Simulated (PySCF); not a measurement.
**BN: one state, many levels of theory**

State: ³Π (triplet), unpaired electrons σ ↑, π ↑. Set-up: PySCF, no relativity, basis sets B def2-TZVPPD, N def2-TZVPPD. De refers to B + N in their high-spin ground configurations, without counterpoise correction. The functionals are run spin-unrestricted. A positive dipole means B(−)N(+). Levels whose curve was spin-contaminated or gave no clean fit are not listed.

| Level | Re (Å) | ωe (cm⁻¹) | De (eV) | μ (D) |
| --- | --- | --- | --- | --- |
| UHF | 1.289 | 1759 | 2.29 | -2.73 |
| UHF-CCSD | 1.323 | 1572 | 3.97 | n/a |
| UHF-CCSD(T) | 1.333 | 1524 | 4.22 | n/a |
| PBE | 1.333 | 1512 | 5.31 | -1.88 |
| PW91 | 1.331 | 1518 | 5.32 | -1.90 |
| TPSS | 1.332 | 1513 | 4.87 | -1.90 |
| r²SCAN | 1.321 | 1568 | 4.90 | -2.13 |
| TPSSh | 1.325 | 1543 | 4.70 | -2.01 |
| PBE0 | 1.316 | 1595 | 4.82 | -2.17 |
| B97-3 | 1.316 | 1598 | 4.78 | -2.11 |
| HSE06 | 1.315 | 1591 | 4.80 | -2.17 |
| BHandHLYP | 1.301 | 1655 | 4.26 | -2.42 |

(1) Which functional lies closest to UHF-CCSD(T) in De, which farthest, and by how much do they differ from it?

(2) What does a quarter of exact exchange do here, going from PBE to PBE0?

(3) What does the step from GGA to meta-GGA do here, going from PBE to r²SCAN?

Correlated steps freeze 2 core orbitals. The CCSD T1 diagnostic is raised, a sign that a single reference may not be enough here. The state is the lowest determinant that a PBE0 search found; another state may lie lower at other levels.

The whole job (state search and all levels along the bond) took about 8.2 min on 1 thread of AMD EPYC 7R43 64-Core (shared host), peak memory 1.9 GiB.

## Answers

(1) Closest is BHandHLYP (-3.2 pm in Re, +8.6 % in ωe, +0.04 eV in De against UHF-CCSD(T) in the same basis), farthest PW91 (-0.2 pm in Re, -0.4 % in ωe, +1.10 eV in De). CCSD(T) converges more slowly with the basis than the functionals do and binds too weakly in this one, so the order can change at the basis-set limit.

(2) PBE0 less PBE: -1.7 pm in Re, +5.5 % in ωe, -0.49 eV in De. Exact exchange removes part of the self-interaction that spreads semilocal densities, and in most molecules shortens and stiffens the bond and lowers De; so it does here.

(3) r²SCAN less PBE: -1.2 pm in Re, +3.7 % in ωe, -0.41 eV in De.
